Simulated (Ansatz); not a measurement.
One change: `COC(F)CCl` becomes `C=NC(F)OC`.

Ansatz, PBE0-D4/def2-TZVP geometries, multiplicity 1. Each molecule was computed in one conformer, which needn't be the lowest.

```
                                          property  `COC(F)CCl`
  size of the dipole moment (B3LYP/def2-TZVPP) / D         1.26
                HOMO energy (PBE0/def2-TZVPP) / eV        -8.50
size of the dipole moment (ωB97M-V/def2-TZVPP) / D         1.26
                 HOMO energy (PBE/def2-TZVPP) / eV        -6.93
           HOMO–LUMO gap (ωB97M-V/def2-TZVPP) / eV        13.59
             HOMO energy (ωB97M-V/def2-TZVPP) / eV       -10.85
```

(1) What does the change do to each property? (Best estimate.)

## Answers

(1) Computed: 
| property | `C=NC(F)OC` | shift |
| --- | --- | --- |
| size of the dipole moment (B3LYP/def2-TZVPP) / D | 1.55 | 0.29 |
| HOMO energy (PBE0/def2-TZVPP) / eV | -7.81 | 0.69 |
| size of the dipole moment (ωB97M-V/def2-TZVPP) / D | 1.55 | 0.29 |
| HOMO energy (PBE/def2-TZVPP) / eV | -6.28 | 0.65 |
| HOMO–LUMO gap (ωB97M-V/def2-TZVPP) / eV | 11.60 | -1.99 |
| HOMO energy (ωB97M-V/def2-TZVPP) / eV | -10.19 | 0.66 |

With PBE0 the HOMO rises by 0.69 eV and the LUMO falls by 1.55 eV, so the gap narrows by about 2.24 eV. PBE moves the HOMO by 0.65 eV and ωB97M-V by 0.66 eV. Dipoles are sizes alone; their direction can turn.

B3LYP here is the variant with VWN-RPA as its local correlation; programs differ in this.
